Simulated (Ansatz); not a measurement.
# Structure relaxation of V3I

Method: DFT PBE, scalar-relativistic, plane waves, PAW (Ansatz). Cutoff 420 eV, Γ-centred k mesh, Gaussian smearing, no spin polarisation in the final step.

V3I was placed on the Cu3Au (L1_2) structure type (Pm-3m, No. 221), with I in place of Au, V in place of Cu, at a guessed volume.

```
V I
1.0
     4.29737    0.00000    0.00000
     0.00000    4.29737    0.00000
     0.00000    0.00000    4.29737
V I
3 1
Direct
  0.00000 0.50000 0.50000
  0.50000 0.00000 0.50000
  0.50000 0.50000 0.00000
  0.00000 0.00000 0.00000
```

Cell and atoms relax at zero pressure; the relaxation can't lower the symmetry of the start. After a coarse first stage the cell is made exact in the group found at 0.06 Å.

Energies over the elements count from the elements' standard structures at the same level, with no empirical corrections.

Question: Describe the relaxed structure.

Answer: It keeps Pm-3m (No. 221). The result has the Cu3Au (L1_2) structure. Conventional cell: a = 3.944 Å. V has 4 I at 2.79 Å and 8 V at 2.79 Å; around I lie 12 V at 2.79 Å.

```cif
data_structure
_symmetry_space_group_name_H-M 'Pm-3m'
_symmetry_Int_Tables_number 221
_cell_length_a 3.9445
_cell_length_b 3.9445
_cell_length_c 3.9445
_cell_angle_alpha 90.000
_cell_angle_beta 90.000
_cell_angle_gamma 90.000
_cell_volume 61.37
loop_
_atom_site_label
_atom_site_type_symbol
_atom_site_symmetry_multiplicity
_atom_site_Wyckoff_symbol
_atom_site_fract_x
_atom_site_fract_y
_atom_site_fract_z
_atom_site_occupancy
V1 V 3 c 0.00000 0.50000 0.50000 1
I1 I 1 a 0.00000 0.00000 0.00000 1
```

Question: What are its volume, energy, density and gap?

Answer: The volume per atom is 15.34 Å³. The density is 7.57 g/cm³, the energy over the elements is 0.68 eV/atom and the gap on the 12×12×12 mesh is 0 eV (a metal).

The final run used a 12×12×12 mesh on its 4-atom cell and 0.10 eV smearing. The k mesh leaves about 4 meV/atom of noise in metals. Spin–orbit coupling is left out. A structure relaxed within its symmetry needn't be a true minimum.

Cost: 3 runs of about 1.4 core-minutes in all, on Arm Neoverse V2 (shared hosts).